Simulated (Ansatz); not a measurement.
A first try at the interaction energy of a dimer with the counterpoise correction of H₄Si, SMILES [SiH4], using Ansatz's Python interface.

`dimer_h4si.py`:
```python
"""Binding of a H4Si dimer at a trial geometry."""

import ansatz as az

FIRST = [
    ("Si", (0.0, 0.0003, -0.0008)),
    ("H", (0.9513, -0.6773, 0.8764)),
    ("H", (-1.309, 0.0442, 0.646)),
    ("H", (-0.1032, -0.7292, -1.2622)),
    ("H", (0.4609, 1.362, -0.2594)),
]
SECOND = [
    ("Si", (0.5275, 1.1847, -3.3586)),
    ("H", (-0.9035, 1.3575, -3.5945)),
    ("H", (0.7563, -0.0878, -2.679)),
    ("H", (1.0184, 2.2787, -2.5243)),
    ("H", (1.2355, 1.1882, -4.6363)),
]

def energy(atoms, ghosts=()):
    molecule = az.Crystal.molecule()
    for symbol, xyz in atoms:
        molecule = molecule.atom(symbol, xyz)
    calc = (
        molecule.calculation()
        .basis(gaussian="aug-cc-pVDZ")
        .functional("r2scan", dispersion="d4")
        .kpoints(2, 2, 2)
    )
    deck = calc.input()
    if ghosts:
        deck = deck.set(az.key.basis.gaussian.ghost_atoms, [{"symbol": s, "position_ang": list(xyz)} for s, xyz in ghosts])
    return az.Session.from_dict(deck).plan().execute().report["free_energy_ev"]

# ghost atoms carry the functions of the partner
both = energy(FIRST + SECOND)
alone = energy(FIRST) + energy(SECOND)
ghosted = energy(FIRST, SECOND) + energy(SECOND, FIRST)
print(f"dimer {both:.6f} eV")
print(f"interaction, uncorrected   {(both - alone):8.3f} eV")
print(f"interaction, counterpoise  {(both - ghosted):8.3f} eV")
print(f"basis-set superposition    {(alone - ghosted):8.3f} eV")
```

`python dimer_h4si.py` gives:
```text
Traceback (most recent call last):
  File "dimer_h4si.py", line 36, in <module>
    both = energy(FIRST + SECOND)
  File "dimer_h4si.py", line 33, in energy
    return az.Session.from_dict(deck).plan().execute().report["free_energy_ev"]
           ~~~~~~~~~~~~~~~~~~~~^^^^^^
ansatz.RefusalError: invalid value for `basis.gaussian`: such a run doesn't read kpoints; remove what it names
```

Find the fault and give the corrected script.

The fault: a molecule in a Gaussian basis takes no k-points. Mended:

```diff
--- before
+++ after
@@ -27,3 +27,2 @@
         .functional("r2scan", dispersion="d4")
-        .kpoints(2, 2, 2)
     )
```

The mended script runs so:

`python dimer_h4si.py` gives:
```text
dimer -15882.344035 eV
interaction, uncorrected      0.248 eV
interaction, counterpoise     0.268 eV
basis-set superposition       0.020 eV
```

What to keep in mind:
- Total energies depend on the basis set; only differences at equal settings carry meaning.
- The dimer is a generated trial pose of unrelaxed monomers, not a minimum, so the figure is no binding energy, and the basis set is small.
- Hardware and time: 21 s on 1 thread of Arm Neoverse V1, on a shared host, peak memory 0.23 GiB.
